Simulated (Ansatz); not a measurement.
Process, species as SMILES: C(Cl)Cl → Cl[CH-]Cl + H+
B3LYP-D3(BJ)/def2-TZVP geometries, fixed; electronic energies without zero-point terms.

Effect of a fitting basis named in the input at wB97M-V/aug-cc-pV(T+d)Z with Ansatz (an electronic-structure program), against the last row, where the deprotonation energy is 381.82 kcal/mol. The default fits or decomposes integrals by the program's own choice; accuracy: high also tightens integrals, grids and stops. Cost is core time over that of fitting: def2-SV(P)-JKFIT, rough, on shared machines of one kind.

```
setting                        largest shift of a total energy (mEh)  shift of the deprotonation energy (kcal/mol)  cost
-----------------------------  -------------------------------------  --------------------------------------------  ----
fitting: def2-SV(P)-JKFIT                                     -0.065                                         0.015    1×
fitting: def2-universal-JKFIT                                 -0.065                                         0.015  0.6×
fitting: cc-pVTZ-JKFIT                                        -0.134                                        -0.058  0.6×
fitting: cc-pVQZ-JKFIT                                        -0.119                                        -0.053  0.5×
fitting: cc-pV5Z-JKFIT                                        -0.106                                        -0.047  0.6×
accuracy: high                                                -0.025                                         0.000    6×
accuracy: medium (default)                                     0.000                                         0.000    1×
```

Within 0.02 kcal/mol in the deprotonation energy: fitting: def2-SV(P)-JKFIT; fitting: def2-universal-JKFIT; accuracy: high. The largest shift is 0.134 mEh in a total energy and 0.058 kcal/mol in the difference.
